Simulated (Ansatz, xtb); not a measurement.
Relative energy of two isomers of C4H5F

We compare X, `C=C/C=C/F`, a singlet, with Y, `C=C/C=C\F`, a singlet. Both are isolated molecules in the gas phase, relaxed with B3LYP-D3(BJ)/def2-SVP; the shapes shown needn't be the lowest conformers.

X (Å):

```xyz
10

C     0.5635    0.7176   -0.4872
C    -0.5690    0.0213   -0.6754
C    -1.4646   -0.3995    0.3901
C    -2.5865   -1.0935    0.1637
F    -3.4011   -1.4743    1.1511
H     0.8877    1.0184    0.5138
H     1.1999    1.0079   -1.3261
H    -0.8576   -0.2602   -1.6956
H    -1.2148   -0.1398    1.4240
H    -2.9400   -1.4101   -0.8231
```

Y (Å):

```xyz
10

C    -2.2862   -1.5542   -0.4739
C    -1.4787   -0.4950   -0.6456
C    -0.6205    0.0544    0.3928
C     0.1887    1.1098    0.2330
F     0.2821    1.7709   -0.9282
H    -2.3450   -2.0782    0.4854
H    -2.9131   -1.9301   -1.2858
H    -1.4438    0.0063   -1.6180
H    -0.6244   -0.4164    1.3802
H     0.8362    1.5282    1.0081
```

Energies in hartree; the thermal terms are from B3LYP-D3(BJ)/def2-SVP harmonic frequencies (ideal gas, rigid rotor, one conformer each, 298.15 K, 1 atm) and include the zero-point energy:

|  | X | Y |
| --- | --- | --- |
| E, CCSD(T)/def2-SVP | −254.355314 | −254.356545 |
| E, MP2/def2-SVP | −254.286874 | −254.288026 |
| E, MP2/def2-TZVPP | −254.762045 | −254.762754 |
| zero-point energy | 0.077596 | 0.077918 |
| H(298 K) − E | 0.083875 | 0.084094 |
| G(298 K) − E | 0.049440 | 0.049655 |

Correct the CCSD(T) difference for the basis set by the MP2 change, then work out ΔE, ΔE₀, ΔH and ΔG for X → Y in kJ/mol (1 Eh = 2625.50 kJ/mol) and the equilibrium ratio [Y]/[X].

1. Differences Y − X: CCSD(T) −0.001231, MP2 in the small set −0.001152, MP2 in the large set −0.000709 Eh.
2. ΔE = −0.001231 + (−0.000709 − (−0.001152)) = −0.000788 Eh = −2.07 kJ/mol.
3. ΔE₀ = ΔE + ΔZPE = −0.000788 + (+0.000322) Eh = −1.22 kJ/mol.
4. ΔH = ΔE + (+0.000219) Eh = −1.49 kJ/mol.
5. ΔG = ΔE + (+0.000215) Eh = −1.50 kJ/mol, so ΔS = (ΔH − ΔG)/T = 0.0 J/(mol K).
6. kT = 0.9442 mEh, so K = [Y]/[X] = exp(−ΔG/kT) = exp(+0.61) ≈ 1.8.

The two are too close for this level to say which is favoured. An error of 4 kJ/mol in ΔG would change K by a factor of 5. Mirror images and further conformers aren't counted.

As drawn, both hold the same kinds of bond in the same numbers.

Other levels gave ΔE = +3.8 (GFN2-xTB); +0.1 (HF/STO-3G, GFN2-xTB geometries); −3.0 (r2SCAN-D4/def2-SVP, GFN2-xTB geometries); −2.5 (B3LYP-D3(BJ)/def2-SVP); −3.2 (HF/def2-SVP); −3.0 (MP2/def2-SVP); −3.2 (CCSD(T)/def2-SVP) kJ/mol. The correlated steps freeze 5 core orbitals. Programs: Ansatz 0.2.0, xtb 6.7.1.
